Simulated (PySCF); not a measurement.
Gas-phase reaction: HPO2 + H2 = PH3 + O2

Computed with PySCF and rigid-rotor harmonic-oscillator thermochemistry at 1 bar. † marks an energy on the PBE0/def2-TZVP geometry and frequencies; other levels use their own. 6-31G* has spherical d functions here. Open shells (unrestricted): O2 (multiplicity 3); the rest are closed-shell singlets. B3LYP is the form with VWN-RPA correlation. HPO2: computed as isolated molecules; such fragments, hydroxides, amides, oligomers or adducts are transient or little studied in the gas. The harmonic model lacks anharmonicity and excited electronic states, which grow with temperature; levels with a mode under 35 cm⁻¹ are left out. Internal rotation in HPO2 is treated as a harmonic vibration of one conformer, which makes the entropy rough.

ΔH° and ΔS° at 298 K: B3LYP/6-31G* 362 kJ, 23 J/K; B3LYP/def2-TZVP† 423 kJ, 23 J/K; HF/6-31G* 296 kJ, 24 J/K.

Task: With the heat capacities included, give log10 K (1 bar) at 600, 1000, 1200, 1600, 2000 K from B3LYP/6-31G*, B3LYP/def2-TZVP†, HF/6-31G*.

Result: 
```json
[
 {"T (K)": "600", "B3LYP/6-31G*": "-30.5", "B3LYP/def2-TZVP†": "-35.7", "HF/6-31G*": "-24.6"},
 {"T (K)": "1000", "B3LYP/6-31G*": "-18.1", "B3LYP/def2-TZVP†": "-21.2", "HF/6-31G*": "-14.5"},
 {"T (K)": "1200", "B3LYP/6-31G*": "-15.0", "B3LYP/def2-TZVP†": "-17.6", "HF/6-31G*": "-12.0"},
 {"T (K)": "1600", "B3LYP/6-31G*": "-11.1", "B3LYP/def2-TZVP†": "-13.0", "HF/6-31G*": "-8.9"},
 {"T (K)": "2000", "B3LYP/6-31G*": "-8.8", "B3LYP/def2-TZVP†": "-10.3", "HF/6-31G*": "-7.0"}
]
```
